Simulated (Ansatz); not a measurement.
**NH₃ (triplet): the correlation ladder at distance H1–H2 along a hydrogen transfer = 0.913 Å, cc-pVTZ**

How much of the correlation energy of NH₃ (triplet) does each wave-function method recover here?

Method: cc-pVTZ, core rule «outside noble gas», up to 1 orbitals frozen; program: Ansatz 0.2.0, Gaussian basis.

Plan: UHF; CCSD(T) on ROHF; CCSD(T) on UHF; BCCD(T) on ROHF; CCSDT(Q) on ROHF; CCSDT(Q) on UHF; CASSCF and MRCISD+Q, 4 electrons in 4 orbitals; CASSCF and NEVPT2, 4 electrons in 4 orbitals; CASSCF and MRCISD+Q, 8 electrons in 7 orbitals; CASSCF and MRCISD+Q(relaxed), 8 electrons in 7 orbitals; CASSCF and NEVPT2, 8 electrons in 7 orbitals.

## (1) The system

The geometry derives from fragments relaxed apart (PBE0/def2-TZVP) and kept rigid, so it is no stationary point. A hydrogen atom is moved between rigid fragments.

4 atoms, charge 0, spin multiplicity 3.

Atoms are counted from 1 here; the program's logs count them from 0.

Bond lengths: H2–N3 1.107 Å, N3–H4 1.040 Å. Angles: H2–N3–H4 105.0°.

## (2) UHF

Input file in.yaml:

```yaml
crystal:
  periodic: [false, false, false]
  atoms:
    - {symbol: H, position_ang: [-1.850856, 0.059434, 0.000000]}
    - {symbol: H, position_ang: [-0.937856, 0.059434, 0.000000]}
    - {symbol: N, position_ang: [0.169144, 0.059434, 0.000000]}
    - {symbol: H, position_ang: [0.438226, -0.944792, 0.000000]}
basis:
  gaussian: {orbitals: cc-pVTZ}
magnetization: {spin_polarized: true, initial_magnetization: 2}
hamiltonian: {xc: hf}
output: {orbitals: {seedname: orbitals}}
```

Command:

```console
$ ansatz run in.yaml --threads 1 --pin off --events-out ev --progress --plain --max-ram 2816MiB --backend cpu
```

Further steps of the session: CCSD(T) on ROHF; CCSD(T) on UHF; BCCD(T) on ROHF; CCSDT(Q) on ROHF; CCSDT(Q) on UHF; CASSCF and MRCISD+Q, 4 electrons in 4 orbitals; CASSCF and NEVPT2, 4 electrons in 4 orbitals; CASSCF and MRCISD+Q, 8 electrons in 7 orbitals; CASSCF and MRCISD+Q(relaxed), 8 electrons in 7 orbitals; CASSCF and NEVPT2, 8 electrons in 7 orbitals.

**Question.** What will the summary of the whole plan be? Wanted: UCCSDT(Q) below the RHF energy; RMP2 from UCCSDT(Q); UMP2 from UCCSDT(Q); RCCSD from UCCSDT(Q); RCCSD(T) from UCCSDT(Q); UCCSD(T) from UCCSDT(Q); RCCSDT(Q) from UCCSDT(Q); NEVPT2 pair from UCCSDT(Q); MRCISD+Q pair from UCCSDT(Q).

As calculated:

| quantity | value |
| --- | --- |
| UCCSDT(Q) below the RHF energy | -6.4660 eV |
| RMP2 from UCCSDT(Q) | +70.1 kJ/mol |
| UMP2 from UCCSDT(Q) | +78.7 kJ/mol |
| RCCSD from UCCSDT(Q) | +20.3 kJ/mol |
| RCCSD(T) from UCCSDT(Q) | +2.2 kJ/mol |
| UCCSD(T) from UCCSDT(Q) | +2.2 kJ/mol |
| RCCSDT(Q) from UCCSDT(Q) | +0.2 kJ/mol |
| NEVPT2 pair from UCCSDT(Q) | +72.6 kJ/mol |
| MRCISD+Q pair from UCCSDT(Q) | +6.6 kJ/mol |
| NEVPT2 valence from UCCSDT(Q) | +81.5 kJ/mol |
| levels within 1 kcal/mol (43 meV) | RCCSD(T), UCCSD(T), BCCD(T), RCCSDT, UCCSDT, RCCSDT(Q), MRCISD+Q(relaxed) valence |
| T1 diagnostic | 0.027 |
| effectively unpaired electrons | 2.01 |

**Reading.** RCCSD(T) misses by +2.2 kJ/mol, 0.4 % of the correlation energy. One determinant dominates. Of the multireference levels listed MRCISD+Q(relaxed) valence comes nearest in total energy (+1.2 kJ/mol), which doesn't show that its space is the better one. These misses are within one basis, not against nature; the frozen cores of restricted and unrestricted runs differ, which can shift their rows.
